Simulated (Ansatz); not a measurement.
**Basis or method: atomization of H$_{2}$B–B**

H2B–B, triplet; coordinates (Å): B 0.000 0.000 0.676; B 0.000 0.000 -0.909; H 0.000 1.048 1.254; H 0.000 -1.048 1.254. Quantity: atomization.

Ansatz 0.2.0, basis 6-31G or cc-pVDZ or cc-pVTZ; geometries are PBE0/def2-TZVP minima. Wave-function levels freeze the cores; HF, MP2 and coupled cluster are restricted for singlets and unrestricted otherwise, atoms included (their steps beyond CCSDT(Q) come from restricted open-shell runs), Kohn–Sham unrestricted where that lies lower. MRCISD+Q stands on CASSCF in the full valence space, and MRCISD+Q is size-consistent only roughly. The reference is CCSDT(Q) or CCSDTQ or full CI (coupled cluster only where its series has nearly closed). Semilocal and hybrid functionals correlate all electrons outside any core potential and usually lie nearer their basis limit than the reference, so part of their error here is the reference's basis and frozen-core error; RPA and the MP2 part of double hybrids freeze the same cores as the reference. None of these values is a measured one. Energies are electronic, without zero-point terms. No spin–orbit coupling and no scalar relativity. The species are chosen: bound, without strong static correlation by their natural occupations or amplitudes, in their lowest spin state as far as vertical gaps and like structures tell, and with a ladder that closes on the reference, so errors are smaller than for species at large; levels whose determinant breaks symmetry or spin markedly are left out.

| level | 6-31G (kcal/mol) | cc-pVDZ (kcal/mol) | cc-pVTZ (kcal/mol) |
| --- | --- | --- | --- |
| reference | 222.5 (full CI) | 233.0 (CCSDTQ) | 246.4 (CCSDT(Q)) |
| CCSD | 220.8 | 230.7 | 243.3 |
| CCSD(T) | 222.0 | 232.5 | 245.9 |
| CCSDT | 222.4 | 232.8 | 246.2 |
| MRCISD+Q | 222.1 | 231.7 | 244.5 |
| PBE | 266.9 | 261.1 | 265.4 |
| PBE0 | 263.0 | 258.7 | 262.6 |
| wB97M-V | 258.4 | 253.4 | 256.2 |

From 6-31G to cc-pVTZ the reference moves by 23.9 kcal/mol and PBE by -1.5 (over all sets PBE spans 5.7); the step from CCSD(T) to the reference is 0.5 in the first and 0.5 in the last.
